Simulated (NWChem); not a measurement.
System: dichloromethane (CH₂Cl₂); SMILES ClCCl

Excerpt of the output:

```
             Northwest Computational Chemistry Package (NWChem) 7.3.0
             --------------------------------------------------------

 C2V symmetry detected

                             Geometry "geometry" -> ""
                             -------------------------

 Output coordinates in angstroms (scale by  1.889725989 to convert to a.u.)

  No.       Tag          Charge          X              Y              Z
 ---- ---------------- ---------- -------------- -------------- --------------
    1 Cl                  17.0000     1.49432500     0.00000000     0.21568905
    2 C                    6.0000     0.00000000     0.00000000    -0.76006195
    3 Cl                  17.0000    -1.49432500     0.00000000     0.21568905
    4 H                    1.0000     0.00000000     0.90967600    -1.38652795
    5 H                    1.0000     0.00000000    -0.90967600    -1.38652795

 Effective nuclear repulsion energy (a.u.)     132.8678576092

      Symmetry information
      --------------------

 Group name             C2v
 Group number             16
 Group order               4
 No. of unique centers     3

                                 NWChem DFT Module
                                 -----------------

 Summary of "ao basis" -> "ao basis" (spherical)
 ------------------------------------------------------------------------------
       Tag                 Description            Shells   Functions and Types
 ---------------- ------------------------------  ------  ---------------------
 Cl                          6-31g*                  8       18   4s3p1d
 C                           6-31g*                  6       14   3s2p1d
 H                           6-31g*                  2        2   2s

      Symmetry analysis of basis
      --------------------------

        a1         22
        a2          6
        b1         16
        b2         10

            General Information
            -------------------
          SCF calculation type: DFT
          Wavefunction type:  closed shell.
          No. of atoms     :     5
          No. of electrons :    42
           Alpha electrons :    21
            Beta electrons :    21
          Charge           :     0
          Spin multiplicity:     1
          Use of symmetry is: on ; symmetry adaption is: on
          Maximum number of iterations: 200
          AO basis - number of functions:    54
                     number of shells:    26
          Convergence on energy requested:  1.00D-06
          Convergence on density requested:  1.00D-05
          Convergence on gradient requested:  5.00D-04

              XC Information
              --------------
                      r^2SCAN Method XC Functional
               r^2SCAN metaGGA Exchange Functional  1.000
                     r^2SCAN Correlation Potential  1.000

             Grid Information
             ----------------
          Grid used for XC integration:  medium
          Radial quadrature: Mura-Knowles
          Angular quadrature: Lebedev.
          Tag              B.-S. Rad. Rad. Pts. Rad. Cut. Ang. Pts.
          ---              ---------- --------- --------- ---------
          Cl                  1.00       88           9.0       590
          C                   0.70       49           7.0       434
          H                   0.35       45           8.0       434
          Grid pruning is: on
          Number of quadrature shells:   182
          Spatial weights used:  Erf1

      Superposition of Atomic Density Guess
      -------------------------------------

 Sum of atomic energies:        -957.55788466

      Non-variational initial energy
      ------------------------------

 Total energy =    -958.373829
 1-e energy   =   -1586.241494
 2-e energy   =     494.999807
 HOMO         =      -0.346794
 LUMO         =       0.044718

      Symmetry analysis of molecular orbitals - initial
      -------------------------------------------------

  Numbering of irreducible representations:

     1 a1          2 a2          3 b1          4 b2

  Orbital symmetries:

     1 b1          2 a1          3 a1          4 a1          5 b1
     6 a1          7 b1          8 a1          9 b2         10 b1
    11 a2         12 a1         13 b1         14 a1         15 b2
    16 a1         17 b1         18 a2         19 a1         20 b1
    21 b2         22 a1         23 b1         24 a1         25 b2
    26 a1         27 b1         28 a1         29 b1         30 b2
    31 a1

   convergence    iter        energy       DeltaE   RMS-Dens  Diis-err
 ---------------- ----- ----------------- --------- --------- ---------
 d= 0,ls=0.0,diis     1   -959.4982456403 -1.09D+03  2.60D-02  5.87D-01
 d= 0,ls=0.0,diis     2   -959.3427289011  1.56D-01  1.66D-02  1.83D+00
 d= 0,ls=0.0,diis     3   -959.5741844584 -2.31D-01  1.21D-03  3.37D-03
  Resetting Diis
 d= 0,ls=0.0,diis     4   -959.5745987003 -4.14D-04  3.86D-04  3.42D-04
 d= 0,ls=0.0,diis     5   -959.5746469481 -4.82D-05  7.91D-05  6.41D-06
 d= 0,ls=0.0,diis     6   -959.5746472673 -3.19D-07  4.11D-05  4.68D-06
 d= 0,ls=0.0,diis     7   -959.5746479456 -6.78D-07  7.37D-06  2.15D-07

         Total DFT energy =     -959.574647945635
      One electron energy =    -1587.467995088893
           Coulomb energy =      557.596459441790
    Exchange-Corr. energy =      -62.570969907766
 Nuclear repulsion energy =      132.867857609234

[...]

                         DFT ENERGY GRADIENTS

    atom               coordinates                        gradient
                 x          y          z           x          y          z
   1 Cl      2.823865   0.000000   0.407593    0.001950   0.000000   0.000370
   2 C       0.000000   0.000000  -1.436309    0.000000   0.000000   0.010901
   3 Cl     -2.823865   0.000000   0.407593   -0.001950   0.000000   0.000370
   4 H       0.000000   1.719038  -2.620158    0.000000   0.007330  -0.005821
   5 H       0.000000  -1.719038  -2.620158   -0.000000  -0.007330  -0.005821
```

Level: r2SCAN/6-31G* (spherical d). All runs use the structure optimised with PBE-D3(BJ)/def2-SVP.

Task: Which NWChem input produces such a log?

Result: This is not unique; one that fits is the input that was run:
```
start job
memory heap 200 mb stack 900 mb global 1100 mb
geometry units angstroms noautoz
  Cl     1.494325     0.000000     0.212013
  C      0.000000     0.000000    -0.763738
  Cl    -1.494325     0.000000     0.212013
  H      0.000000     0.909676    -1.390204
  H      0.000000    -0.909676    -1.390204
end
basis spherical
  Cl library 6-31g*
  C library 6-31g*
  H library 6-31g*
end
dft
  xc r2scan
  iterations 200
  convergence diis 3
end
task dft gradient
```
